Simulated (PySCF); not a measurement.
Job file and geometry (Å, from PBE0-D3(BJ)/def2-TZVP) of an NMR shielding run on SMILES S=P([S-])([S-])[S-], [PS4]3-, GIAO wB97X-D/pcSseg-2 NMR shielding, non-relativistic, gas phase (PySCF); density fitting, a coarse starting grid and PySCF grid level 2 are the driver's defaults:

```
$ OMP_NUM_THREADS=1 python probes_run.py task.json out

{"job": {"kind": "nmr", "xc": "wB97X-D", "basis": "pcSseg-2", "pop": false}, "charge": -3, "multiplicity": 1}
S      0.072723    -0.308650     2.087703
P      0.013758     0.029129     0.029927
S     -0.209285     2.071331    -0.334037
S      1.790269    -0.642805    -0.835413
S     -1.598428    -1.003500    -0.799302
```

Q: What does the program print?

A: 
```
coarse grid: 8120 points
cycle   1  E = -1933.8569186019  dE =  5.753e-01  |g| = 7.147e-01  |ddm| = 2.189e+00
cycle   2  E = -1933.9712957917  dE = -1.144e-01  |g| = 6.253e-01  |ddm| = 1.734e+00
cycle   3  E = -1934.0426848223  dE = -7.139e-02  |g| = 1.004e-01  |ddm| = 5.519e-01
cycle   4  E = -1934.0445587997  dE = -1.874e-03  |g| = 5.848e-02  |ddm| = 1.516e-01
cycle   5  E = -1934.0454243287  dE = -8.655e-04  |g| = 9.734e-03  |ddm| = 7.316e-02
cycle   6  E = -1934.0454579757  dE = -3.365e-05  |g| = 8.563e-04  |ddm| = 2.464e-02
cycle   7  E = -1934.0454584977  dE = -5.220e-07  |g| = 2.891e-04  |ddm| = 2.192e-03
final grid: 58912 points
cycle   8  E = -1934.0687021437  dE = -1.023e-04  |g| = 8.411e-03  |ddm| = 2.744e-02
cycle   9  E = -1934.0687038328  dE = -1.689e-06  |g| = 6.775e-03  |ddm| = 1.046e-02
cycle  10  E = -1934.0687115363  dE = -7.703e-06  |g| = 1.493e-03  |ddm| = 6.100e-03
cycle  11  E = -1934.0687120693  dE = -5.329e-07  |g| = 2.362e-04  |ddm| = 1.566e-03
cycle  12  E = -1934.0687120912  dE = -2.194e-08  |g| = 5.310e-05  |ddm| = 4.472e-04
cycle  13  E = -1934.0687120925  dE = -1.338e-09  |g| = 1.343e-05  |ddm| = 1.157e-04
cycle  14  E = -1934.0687120927  dE = -1.928e-10  |g| = 7.107e-06  |ddm| = 6.239e-05
converged SCF energy = -1934.0687120927

GIAO shielding tensors (ppm)
atom      isotropic    diamagn.    paramagn.     s11        s22        s33       span
  0 S      307.843    1058.540    -750.697     67.453     68.355    787.721    720.268
  1 P      109.739     953.994    -844.255    109.425    109.803    109.989      0.564
  2 S      307.663    1058.543    -750.880     67.211     67.948    787.829    720.619
  3 S      306.856    1058.567    -751.712     65.787     66.396    788.383    722.596
  4 S      307.610    1058.594    -750.984     67.059     67.905    787.864    720.805
```

Q: Turn these shieldings into chemical shifts. Chemical shifts δ = σref − σ; CS2 for ³³S (510.68 ppm); H3PO4 for ³¹P (307.14 ppm), all at this level.

A: Averaging equivalent atoms: S 0/2/3/4: 203; P 1: 197.4 ppm. Experimental scales use liquid or dissolved standards, which lie at an offset from isolated H3PO4.

Size and cost of the density-fitted run: 215 basis functions, 26 s wall time on 1 thread of an Arm Neoverse V2, shared host; peak memory 1 GiB.
